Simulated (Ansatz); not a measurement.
System: fcc Ir. Method: Hartree–Fock in Ansatz (plane waves, PAW).

Run with plane-wave cutoff 460 eV, 14×14×14 k mesh, Fermi–Dirac smearing 0.05 eV, no spin polarisation, scalar-relativistic PAW data made under PBE.

Cell (relaxed at this level):

```
CELL_PARAMETERS angstrom
      0.00000     1.92283     1.92283
      1.92283     0.00000     1.92283
      1.92283     1.92283     0.00000
ATOMIC_POSITIONS crystal
  Ir 0.00000 0.00000 0.00000
```

Question: Predict the bulk modulus B0.

Answer: 
bulk modulus B0: 370 GPa

Measured, for comparison: bulk modulus 365 GPa (corrected for temperature and zero-point phonon effects; as tabulated in Levämäki et al. (2014), arXiv:1402.3671). Computed (rounded) less measured: bulk modulus +1 %.

Spin–orbit coupling is not included.

Static lattice: no zero-point or thermal effects.

Ansatz is a quantum-chemistry and plane-wave program.
